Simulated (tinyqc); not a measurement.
Worked calculation (part 2 of 2): CIS on RHF in the sto-3g basis, for H2O, spin multiplicity 1. Computed by tinyqc, a small Python program that keeps every step (integrals from PySCF). Command: `OMP_NUM_THREADS=1 python tinyqc.py 31463 31464 out.jsonl` (the two numbers bound the seeds that draw the settings). One thread of a shared host (Intel(R) Xeon(R) Processor @ 2.60GHz), about 0.09 s of CPU time with the checks.

Geometry (angstrom):
```
atom         x          y         z
O     0.000000   0.000000  0.000000
H     0.000000   0.950000  0.575000
H     0.000000  -0.941000  0.569000
```

## CIS matrix, singlets

orbital energies (hartree): MO1 -20.241138, MO2 -1.194262, MO3 -0.560020, MO4 -0.403665, MO5 -0.375380, MO6 0.441851, MO7 0.621522

Given earlier and not repeated: Two-electron integrals over orbitals (pq|rs).

A(ia,jb) = (e_a - e_i) d_ij d_ab + 2 (ia|jb) - (ij|ab).

CIS matrix A, singlet (hartree):
```
           1>6        1>7        2>6        2>7        3>6        3>7        4>6        4>7
1>6  19.982937   0.002216   0.022523  -0.000797  -0.000270   0.018726  -0.018054   0.000341
1>7   0.002216  20.044445  -0.000790   0.049968   0.003014   0.001063   0.000120  -0.025236
2>6   0.022523  -0.000790   1.243695   0.001492   0.000279  -0.051736   0.077526   0.002049
2>7  -0.000797   0.049968   0.001492   1.340691   0.033783  -0.001024   0.003130  -0.013531
3>6  -0.000270   0.003014   0.000279   0.033783   0.630504  -0.002198   0.005655  -0.049853
3>7   0.018726   0.001063  -0.051736  -0.001024  -0.002198   0.910585  -0.125023  -0.001948
4>6  -0.018054   0.000120   0.077526   0.003130   0.005655  -0.125023   0.487197   0.000302
4>7   0.000341  -0.025236   0.002049  -0.013531  -0.049853  -0.001948   0.000302   0.568018
5>6   0.000000   0.000000   0.000000   0.000000   0.000000   0.000000   0.000000   0.000000
5>7   0.000000   0.000000   0.000000   0.000000   0.000000   0.000000   0.000000   0.000000

          5>6       5>7
1>6  0.000000  0.000000
1>7  0.000000  0.000000
2>6  0.000000  0.000000
2>7  0.000000  0.000000
3>6  0.000000  0.000000
3>7  0.000000  0.000000
4>6  0.000000  0.000000
4>7  0.000000  0.000000
5>6  0.322500  0.001369
5>7  0.001369  0.430865
```

## CIS singlet states

dipole integrals <i|r|a> (bohr):
```
             x          y          z
1>6   0.000000  -0.001386  -0.041408
1>7   0.000000   0.056450  -0.001018
2>6   0.000000  -0.002229   0.006814
2>7   0.000000  -0.097750   0.003513
3>6   0.000000   1.042217   0.014619
3>7   0.000000   0.028933  -0.602588
4>6   0.000000   0.031997   0.459010
4>7   0.000000  -0.774099   0.004603
5>6  -0.078913   0.000000   0.000000
5>7  -0.002021   0.000000   0.000000
```

Diagonalise A (1 hartree = 27.211386 eV); each vector has its largest component positive (the first on a tie). The transition dipole is mu = sqrt2 sum c_ia <i|r|a>.

singlet excitation energies (eV): 8.775213  11.724906  12.193981  14.704802  17.857599  25.289817  34.388567  36.532740  543.762950  545.443844

lowest vectors:
```
       state 1   state 2    state 3    state 4    state 5    state 6
1>6   0.000000  0.000000   0.000739   0.000000   0.000023  -0.001404
1>7   0.000000  0.000000  -0.000025   0.001070  -0.000632  -0.000055
2>6   0.000000  0.000000  -0.077568  -0.003848   0.000123   0.213330
2>7   0.000000  0.000000  -0.002007  -0.005806  -0.052680   0.004096
3>6   0.000000  0.000000  -0.028899   0.484921   0.872653  -0.010214
3>7   0.000000  0.000000   0.251773   0.013377   0.012549   0.949204
4>6   0.000000  0.000000   0.964193   0.019116   0.018121  -0.231021
4>7   0.000000  0.000000  -0.009261   0.874219  -0.484989  -0.002841
5>6   0.999920  0.012632   0.000000   0.000000   0.000000   0.000000
5>7  -0.012632  0.999920   0.000000   0.000000   0.000000   0.000000
```

oscillator strengths 2/3 w |mu|^2: 0.002675  0.000005  0.050334  0.020851  1.458420  0.567518

## CIS matrix, triplets

A(ia,jb) = (e_a - e_i) d_ij d_ab - (ij|ab).

CIS matrix A, triplet (hartree):
```
           1>6        1>7        2>6        2>7        3>6       3>7        4>6        4>7
1>6  19.932495   0.001750   0.007081  -0.000065  -0.000219  0.008010  -0.017796  -0.000357
1>7   0.001750  20.003029  -0.000065   0.009519   0.008010  0.000551  -0.000357  -0.003371
2>6   0.007081  -0.000065   1.058367  -0.000425  -0.004064  0.091267  -0.051762  -0.001525
2>7  -0.000065   0.009519  -0.000425   1.201603   0.091267  0.004847  -0.001525   0.022576
3>6  -0.000219   0.008010  -0.004064   0.091267   0.461156  0.000600  -0.003065   0.061154
3>7   0.008010   0.000551   0.091267   0.004847   0.000600  0.599770   0.061154   0.003700
4>6  -0.017796  -0.000357  -0.051762  -0.001525  -0.003065  0.061154   0.312368   0.002218
4>7  -0.000357  -0.003371  -0.001525   0.022576   0.061154  0.003700   0.002218   0.435712
5>6   0.000000   0.000000   0.000000   0.000000   0.000000  0.000000   0.000000   0.000000
5>7   0.000000   0.000000   0.000000   0.000000   0.000000  0.000000   0.000000   0.000000

          5>6       5>7
1>6  0.000000  0.000000
1>7  0.000000  0.000000
2>6  0.000000  0.000000
2>7  0.000000  0.000000
3>6  0.000000  0.000000
3>7  0.000000  0.000000
4>6  0.000000  0.000000
4>7  0.000000  0.000000
5>6  0.254112  0.000836
5>7  0.000836  0.378634
```

## CIS triplet states

Diagonalise A (1 hartree = 27.211386 eV); each vector has its largest component positive (the first on a tie).

triplet excitation energies (eV): 6.914591  7.983175  10.303300  10.446725  13.624562  16.304148  29.331973  33.031094  542.390247  544.311567

lowest vectors:
```
       state 1    state 2   state 3    state 4    state 5    state 6
1>6   0.000000   0.000936  0.000000   0.000041   0.000014  -0.000121
1>7   0.000000   0.000009  0.000000   0.000373  -0.000134  -0.000018
2>6   0.000000   0.092114  0.000000   0.002997   0.009732  -0.163815
2>7   0.000000   0.000557  0.000000   0.052647  -0.117894  -0.009830
3>6   0.000000   0.027902  0.000000  -0.656061   0.743939   0.010049
3>7   0.000000  -0.220946  0.000000  -0.021856  -0.023732   0.957807
4>6   0.000000   0.970309  0.000000   0.029431  -0.013797   0.233974
4>7   0.000000  -0.020461  0.000000   0.751970   0.657120   0.028790
5>6   0.999977   0.000000  0.006714   0.000000   0.000000   0.000000
5>7  -0.006714   0.000000  0.999977   0.000000   0.000000   0.000000
```
